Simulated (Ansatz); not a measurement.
Born–Oppenheimer molecular dynamics of CH7BO (10 atoms, charge 0, multiplicity 1). It starts at the highest image of a converged band. Of that band: Neighbouring images differ by up to 1.2 eV, so the band resolves the path poorly. A vibrational analysis at the climbing image gives one clearly imaginary mode, 1279i cm⁻¹: a first-order saddle point.

Computed with RKS revPBE/def2-mTZVP in Ansatz.

| Property | Result |
| --- | --- |
| ensemble | NVE (velocity Verlet) |
| time step | 0.5 fs |
| steps asked | 200 |
| starting velocities drawn for | 100 K |
| seed | 7586 |

First frame:

```xyz
10
Properties=species:S:1:pos:R:3
B 0.005 -0.316 0.149
C -0.016 -0.008 1.917
H -0.917 -0.198 2.523
H 0.888 -0.225 2.506
H -0.010 1.076 1.720
H 1.062 0.080 -0.266
H -1.019 0.124 -0.315
O -0.003 -1.928 0.180
H -0.908 -2.231 -0.026
H -0.072 -1.239 1.248
```

(1) How far do the bonds stretch over the last three quarters of this one trajectory? (Pairs bonded in most of those frames.)

Results:

(1) 
| bond | mean (Å) | spread (Å) | shortest | longest |
| --- | --- | --- | --- | --- |
| B1–H6 | 1.203 | 0.013 | 1.18 | 1.23 |
| B1–H7 | 1.209 | 0.017 | 1.18 | 1.24 |
| B1–O8 | 1.371 | 0.031 | 1.32 | 1.44 |
| C2–H3 | 1.100 | 0.011 | 1.08 | 1.12 |
| C2–H4 | 1.102 | 0.012 | 1.08 | 1.13 |
| C2–H5 | 1.102 | 0.021 | 1.06 | 1.14 |
| C2–H10 | 1.100 | 0.017 | 1.07 | 1.13 |
| O8–H9 | 0.976 | 0.010 | 0.96 | 0.99 |

Mean temperature of the second half: 2172 K. The conserved energy stayed within 0.076 meV per atom of its start (net change 0.045 meV per atom), so the integration is sound. The kinetic energy rose, since the run started high on the potential surface and went downhill. It ends in pieces (BH3O + CH4), so much of that is their flight and rotation, not heat. A run of 0.1 ps of so small a system gives no equilibrium averages. The orbitals stay closed-shell, which can raise the energy where a bond breaks towards radicals; this wasn't checked here.

Run time: 6.4 min on 1 thread of Arm Neoverse V1, on a shared host, peak memory 0.14 GiB.
